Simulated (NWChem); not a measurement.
Everything below was run with NWChem. System: Na2, charge 0, spin multiplicity 1, at a geometry optimised with PBE/def2-SVP. The structure started from a generated list of species. Level: MP2/3-21G, 2 core orbitals frozen.

Job file:

```
start mol
memory heap 200 mb stack 900 mb global 1100 mb
geometry units angstroms nocenter noautoz
  Na     0.000000     0.000000     1.554676
  Na     0.000000     0.000000    -1.554676
  symmetry group D2h
end
basis spherical
  * library 3-21g
end
scf
  rhf
  nopen 0
  maxiter 100
  thresh 1e-7
  semidirect memsize 60000000 filesize 0
end
mp2
  freeze core 2
end
task mp2 energy
```

Part of the output:

```
             Northwest Computational Chemistry Package (NWChem) 7.3.0
             --------------------------------------------------------

                                NWChem Input Module
                                -------------------

 Scaling coordinates for geometry "geometry" by  1.889725989
 (inverse scale =  0.529177249)

 Turning off AUTOSYM since
 SYMMETRY directive was detected!

                             Geometry "geometry" -> ""
                             -------------------------

 Output coordinates in angstroms (scale by  1.889725989 to convert to a.u.)

  No.       Tag          Charge          X              Y              Z
 ---- ---------------- ---------- -------------- -------------- --------------
    1 Na                  11.0000     0.00000000     0.00000000     1.55467600
    2 Na                  11.0000     0.00000000     0.00000000    -1.55467600

 Effective nuclear repulsion energy (a.u.)      20.5928589394

            Nuclear Dipole moment (a.u.)
            ----------------------------
        X                 Y               Z
 ---------------- ---------------- ----------------
     0.0000000000     0.0000000000     0.0000000000

      Symmetry information
      --------------------

 Group name             D2h
 Group number             26
 Group order               8
 No. of unique centers     1

      Symmetry unique atoms

     1


 Summary of "ao basis" -> "" (spherical)
 ------------------------------------------------------------------------------
       Tag                 Description            Shells   Functions and Types
 ---------------- ------------------------------  ------  ---------------------
 *                           3-21g                    on all atoms

 Summary of "ao basis" -> "ao basis" (spherical)
 ------------------------------------------------------------------------------
       Tag                 Description            Shells   Functions and Types
 ---------------- ------------------------------  ------  ---------------------
 Na                          3-21g                   7       13   4s3p

                                 NWChem SCF Module
                                 -----------------

  ao basis        = "ao basis"
  functions       =    26
  atoms           =     2
  closed shells   =    11
  open shells     =     0
  charge          =   0.00
  wavefunction    = RHF
  use symmetry    = T
  symmetry adapt  = T

 Summary of "ao basis" -> "ao basis" (spherical)
 ------------------------------------------------------------------------------
       Tag                 Description            Shells   Functions and Types
 ---------------- ------------------------------  ------  ---------------------
 Na                          3-21g                   7       13   4s3p

      Symmetry analysis of basis
      --------------------------

        ag          7
        au          0
        b1g         0
        b1u         7
        b2g         3
        b2u         3
        b3g         3
        b3u         3

 Forming initial guess at       0.0s

      Superposition of Atomic Density Guess
      -------------------------------------

 Sum of atomic energies:        -321.70808199

      Non-variational initial energy
      ------------------------------

 Total energy =    -321.661606
 1-e energy   =    -494.321094
 2-e energy   =     152.066629
 HOMO         =      -0.142595
 LUMO         =      -0.020866

      Symmetry analysis of molecular orbitals - initial
[...]
 Vector   11  Occ=2.000000D+00  E=-1.640962D-01  Symmetry=ag
              MO Center= -5.8D-20,  4.3D-18,  2.9D-17, r^2= 6.8D+00
   Bfn.  Coefficient  Atom+Function         Bfn.  Coefficient  Atom+Function
  ----- ------------  ---------------      ----- ------------  ---------------
    10      0.299626  1 Na s                 23      0.299626  2 Na s
     6      0.272001  1 Na s                 19      0.272001  2 Na s
     2     -0.153792  1 Na s                 15     -0.153792  2 Na s

 Vector   12  Occ=0.000000D+00  E= 5.694420D-03  Symmetry=b1u
              MO Center=  3.2D-19, -5.1D-19,  5.3D-18, r^2= 1.9D+01
   Bfn.  Coefficient  Atom+Function         Bfn.  Coefficient  Atom+Function
  ----- ------------  ---------------      ----- ------------  ---------------
    13      0.724777  1 Na pz                26      0.724777  2 Na pz
    10     -0.213956  1 Na s                 23      0.213956  2 Na s

 Vector   13  Occ=0.000000D+00  E= 3.185909D-02  Symmetry=b3u
              MO Center= -1.5D-19, -2.1D-52,  7.4D-18, r^2= 1.6D+01
   Bfn.  Coefficient  Atom+Function         Bfn.  Coefficient  Atom+Function
  ----- ------------  ---------------      ----- ------------  ---------------
    11      0.556855  1 Na px                24      0.556855  2 Na px

 Vector   14  Occ=0.000000D+00  E= 3.185909D-02  Symmetry=b2u
              MO Center= -1.1D-50, -6.9D-18,  5.8D-17, r^2= 1.6D+01
   Bfn.  Coefficient  Atom+Function         Bfn.  Coefficient  Atom+Function
  ----- ------------  ---------------      ----- ------------  ---------------
    12      0.556855  1 Na py                25      0.556855  2 Na py

 center of mass
 --------------
 x =   0.00000000 y =   0.00000000 z =   0.00000000

 moments of inertia (a.u.)
 ------------------
         396.864862254578           0.000000000000           0.000000000000
           0.000000000000         396.864862254578           0.000000000000
           0.000000000000           0.000000000000           0.000000000000

  Mulliken analysis of the total density
  --------------------------------------

    Atom       Charge   Shell Charges
 -----------   ------   -------------------------------------------------------
    1 Na  11    11.00   2.00  2.00  5.94  0.45  0.12  0.50 -0.00
    2 Na  11    11.00   2.00  2.00  5.94  0.45  0.12  0.50 -0.00

       Multipole analysis of the density wrt the origin
       ------------------------------------------------

     L   x y z        total         open         nuclear
     -   - - -        -----         ----         -------
     0   0 0 0     -0.000000      0.000000     22.000000

     1   1 0 0     -0.000000      0.000000      0.000000
     1   0 1 0     -0.000000      0.000000      0.000000
     1   0 0 1      0.000000      0.000000      0.000000

     2   2 0 0    -18.664888      0.000000      0.000000
     2   1 1 0      0.000000      0.000000      0.000000
     2   1 0 1     -0.000000      0.000000      0.000000
     2   0 2 0    -18.664888      0.000000      0.000000
     2   0 1 1     -0.000000      0.000000      0.000000
     2   0 0 2     -7.162452      0.000000    189.889146

                   NWChem MP2 Semi-direct Energy/Gradient Module
                   ---------------------------------------------

  Basis functions       =     26
  Molecular orbitals    =     26
  Frozen core           =      2
  Frozen virtuals       =      0
  Active alpha occupied =      9
  Active beta occupied  =      9
  Active alpha virtual  =     15
  Active beta virtual   =     15
  Use MO symmetry       = T
  Use skeleton AO sym   = T

  AO/Fock/Back tols     =   1.0D-09  1.0D-09  1.0D-09

 GA uses MA = F    GA memory limited = T

 Available:
  local mem=  1.26D+08
 global mem=  1.44D+08
 local disk=  0.00D+00
  mp2_memr nvloc                    15
  nvloc new                    15
   1 passes of   9:        2097152                       2618                    158178.
   1 passes of   9: M    126155172           G      144177848           F     124058020.

 Semi-direct pass number   1 of   1  for RHF alpha+beta  at        0.1s
  vrange nnbf                   342
  mp2_eaftype                    10  avail_ma_in_mb                  1099
 EAF : mp2_eaftype filesize          10      79089.
  mp2_eaf for mointskh                     10
Node 0 wrote      0.4 Mb in      0.0 s     Agg I/O rate:  4738.5 Mb/s
 Done moints_semi at        0.1s
  mp2_eaftype                    10  avail_ma_in_mb                  1089
 EAF : mp2_eaftype filesize          10      79089.
  mp2_eaf for kh                    10
 Done maket at        0.1s
 Done multipass loop at        0.1s

          -------------------------------------------
          SCF energy                -321.708501809583
          Correlation energy          -0.016369765566
          Singlet pairs               -0.015145001638
          Triplet pairs               -0.001224763928
          Total MP2 energy          -321.724871575150
          -------------------------------------------

          ---------------------------------------------------
                    Spin Component Scaled (SCS) MP2
          Same spin pairs                     -0.000816509286
          Same spin scaling factor             0.333333333333
          Opposite spin pairs                 -0.015553256281
          Opposite spin scaling fact.          1.200000000000
          SCS-MP2 correlation energy          -0.018936077299
          Total SCS-MP2 energy              -321.727437886882
          ---------------------------------------------------

 -----------------------
 Performance information
 -----------------------

 Timer overhead =  1.24D-07 seconds/call

               Nr. of calls         CPU time (s)                 Wall time (s)                GFlops
             ---------------    -------------------     ------------------------------   -------------------
Name         Min   Avg   Max    Min     Avg     Max     Min     Avg     Max   Mx/calls   Min     Max     Sum
mp2: moin     1     1     1   2.67E-2 2.67E-2 2.67E-2  2.67E-2 2.67E-2 2.67E-2 2.67E-2   0.0     0.0     0.0
mp2: make     1     1     1   2.72E-3 2.72E-3 2.72E-3  2.72E-3 2.72E-3 2.72E-3 2.72E-3   0.0     0.0     0.0
mp2: tota     1     1     1   3.35E-2 3.35E-2 3.35E-2  3.35E-2 3.35E-2 3.35E-2 3.35E-2   0.0     0.0     0.0

 The average no. of pstat calls per process was 3.00D+00
 with a timing overhead of 3.72D-07s

 Task  times  cpu:        0.1s     wall:        0.1s

 Total times  cpu:        0.1s     wall:        0.1s
```
